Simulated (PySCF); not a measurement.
Compound: C2H6Si.
Z-matrix (Å and degrees, PBE0-D3(BJ)/def2-SVP geometry), rows numbered from 1:
```
C 
C   1  1.5367
Si  1  1.8616  2   65.64
H   1  1.0956  2  116.61  3  -111.30
H   1  1.0954  2  116.86  3   111.74
H   2  1.0955  1  116.67  3  -111.15
H   2  1.0954  1  116.84  3   111.78
H   3  1.4840  1  119.21  2  -104.94
H   3  1.4842  1  119.04  2   104.43
```

Method used: core-valence-separated Tamm–Dancoff BHandHLYP/aug-pcX-1 (pcseg-1 on H, def2-SVPD on Si) in PySCF, non-relativistic, gas phase, PBE0-D3(BJ)/def2-SVP geometry. BHandHLYP without relativity tends to put these K edges a few eV too low, so spacings mean more than positions.

Problem. Give energies, oscillator strengths and core holes at the C K edge.

Solution. 
| E (eV) | f | core hole on | main final orbital |
| --- | --- | --- | --- |
| 284.70 | 0.0605 | C1/C2 | LUMO (2 roots, f summed) |
| 285.64 | 0.0270 | C1/C2 | LUMO+1 (2 roots, f summed) |
| 285.84 | 0.0432 | C1/C2 | LUMO+3 (2 roots, f summed) |
| 286.41 | 0.0133 | C1/C2 | LUMO (2 roots, f summed) |
| 286.75 | 0.0036 | C1/C2 | LUMO+2 (2 roots, f summed) |

The first line with a tenth or more of the strongest one's intensity is at 284.70 eV (f = 0.061, sum of 2), with the hole on C1/C2 (sp3 carbon bound to silicon). It is also the strongest listed.

Roots within 0.03 eV whose holes lie on the same, on equivalent or on shared atoms are summed into one line, and the highest roots are left out, as the search may have cut off their partners. Final orbitals are the ground state's empty Kohn–Sham orbitals.

Problem. What is the summed oscillator strength of the listed C K lines, and their intensity-weighted mean energy?

Solution. Σf = 0.148 over 5 lines from 284.70 to 286.75 eV; the weighted mean is 285.41 eV. The strongest line holds 41 % of the sum.

Only the lowest roots of each edge were sought.

The run took about 8 s of CPU time (one thread, shared machine).
